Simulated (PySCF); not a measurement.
## Static response to an electric field

Species: 1-chloro-1,1-difluoroethane, C2H3ClF2.
Structure used (GFN2-xTB), in Å, numbered top down from 1:
```xyz
8
C2H3ClF2 angstrom
C     -0.8043   -0.1937   -0.0216
C      0.6474    0.2018    0.0801
F      1.1996   -0.2295    1.2302
F      0.7981    1.5400    0.0865
Cl     1.6190   -0.4539   -1.2757
H     -0.8872   -1.2764   -0.0030
H     -1.2212    0.1934   -0.9468
H     -1.3424    0.2279    0.8258
```

Level: CAM-B3LYP/def2-SVPD (PySCF), static field, nuclei fixed, core orbitals frozen in the response. The polarisability tensor in these axes (au):

```
x   43.92 -1.53 -4.48
y   -1.53 39.16  2.50
z   -4.48  2.50 43.33
```

Q: Diagonalise the tensor; give its mean and Δα, where Δα² is half the sum of the squared differences of the eigenvalues.

A: Principal values 37.89, 39.58 and 48.94 au; mean 42.14 au = 6.24 Å³ = 6.95 × 10⁻⁴⁰ C²·m²/J; Δα = 10.31 au (24 % of the mean).

Q: What is the dipole moment, and where does it point?

A: (-2.23, -0.64, -0.21) D, 2.33 D in size, pointing from the negative to the positive side. Measured along this direction, the outermost atoms are Cl5, F4 and F3 at the negative end and H6, H7 and H8 at the positive end.

Q: How large is μ²/3kT at 400 K beside α?

A: In Gaussian units μ²/3kT = 32.76 Å³ against 6.24 Å³, a ratio of 5.25; the Debye molar polarisation (4π/3)N_A(α + μ²/3kT) is 98.4 cm³/mol, leaving out the vibrational part.

Q: Along which axes do the principal values lie, and how far do the nuclei extend along each?

A: Largest value along (0.69, -0.28, -0.67), where the nuclei span 3.63 Å; middle along (0.70, 0.49, 0.51), 2.62 Å; least along (-0.19, 0.82, -0.53), 2.14 Å. The response follows the extents in order.

Q: Find the Langevin capture rate constant for NO+ (29.998 u) meeting this molecule (99.989 u), k = 2.342 × 10⁻⁹ cm³/s × √(α in Å³ / reduced mass in u).

A: The reduced mass is 23.08 u, so k = 1.22 × 10⁻⁹ cm³/s. The formula leaves out the permanent dipole, which adds to the capture rate.

Q: Estimate the molar refractivity from the static electronic polarisability.

A: Lorentz–Lorenz: R = (4π/3)N_A α = 2.5225 cm³/(mol·Å³) × 6.24 Å³ = 15.8 cm³/mol, in the limit of long wavelengths.

Isolated species at its GFN2-xTB geometry, gas phase.

The run behind these numbers computed excited states as well. Time: 22 s of wall time. Hardware: an Arm Neoverse V1 with one thread, no GPU, shared host.
